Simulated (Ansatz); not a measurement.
## What a trial cell of Ba2Ir relaxes into

Computed with DFT PBE, scalar-relativistic, plane waves, PAW in Ansatz. Cutoff 420 eV, Γ-centred k mesh, Gaussian smearing, no spin polarisation in the final step.

The start puts Ba2Ir on the AlB2 structure type (P6/mmm, No. 191), with Ir in place of Al, Ba in place of B, at a guessed volume.

```yaml
crystal:
  lattice:
    - [4.46441, 0.00000, 0.00000]
    - [-2.23220, 3.86629, 0.00000]
    - [0.00000, 0.00000, 4.82037]
  atoms:
    - { symbol: Ba, position: [0.33333, 0.66667, 0.50000] }
    - { symbol: Ba, position: [0.66667, 0.33333, 0.50000] }
    - { symbol: Ir, position: [0.00000, 0.00000, 0.00000] }
```

Steps on the 6×6×4 mesh (3 atoms). 12 of 12 steps are shown, and the free energy counts from the last. Trial steps that were taken back and renewals of the plane-wave basis can be among the rows.

```
step  ΔF (meV/atom) V (Å³/atom) P (GPa)
   1         1758.2        27.73    22.80
   2         1099.2        29.73    11.33
   3          681.0        30.42     6.00
   4          415.7        30.50     3.12
   5          240.7        30.11     1.39
   6          126.2        29.34     0.50
   7           46.7        28.34    -0.19
   8           29.9        27.06     0.70
   9           25.6        27.55     0.05
  10            3.9        27.55     1.33
  11            0.0        28.11     0.22
  12            0.0        28.11     0.22
```

Steps on the 12×12×14 mesh (3 atoms). 3 of 4 steps are shown, and the free energy counts from the last.

```tsv
step	ΔF (meV/atom)	V (Å³/atom)	P (GPa)
1	2.8	28.02	0.28
2	0.1	28.25	0.17
4	0.0	28.35	-0.02
```

A final relaxation ran on a 12×12×14 mesh. The relaxed crystal, P6/mmm (No. 191):

Space group P6/mmm (No. 191). a = 5.385 Å, b = 5.385 Å, c = 3.387 Å, α = 90.00°, β = 90.00°, γ = 120.00°
```csv
atom,site,symmetry,x,y,z
Ba,2d,-6m2,0.3333,0.6667,0.5000
Ir,1a,6/mmm,0.0000,0.0000,0.0000
```

* Volume per atom: 28.35 Å³
* Density: 9.12 g/cm³
* Energy over the elements: 0.45 eV/atom
* Gap on the 12×12×14 mesh: 0 eV (a metal)

Energies over the elements count from the elements' standard structures at the same level, with no empirical corrections.

The final run used a 12×12×14 mesh on its 3-atom cell and 0.10 eV smearing. The k mesh leaves about 4 meV/atom of noise in metals. Spin–orbit coupling is left out.

Symmetry constrained the relaxation, so the result can be a saddle point.

Cost: 4 runs of about 2 core-minutes in all, on Arm Neoverse V2 (shared hosts).